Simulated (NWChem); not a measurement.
**hydrogen cyanide (CHN)**

```xyz
3

C      0.0000     0.0000    -0.5060
N      0.0000     0.0000     0.6613
H      0.0000     0.0000    -1.5931
```
Charge 0, spin multiplicity 1.

Everything below was run with NWChem. Structure: optimised with PBE/def2-SVP, a minimum by its harmonic frequencies.

The field's frequency is 0.0428 Ha (1065 nm).

Give the polarisability tensor in bohr³ at BHandHLYP/Sadlej pVTZ, in the frame of the coordinates, and its isotropic mean.


```
14.08   0.00   0.00
 0.00  14.08   0.00
 0.00   0.00  23.56
```
Mean (one third of the trace): 17.24 bohr³.
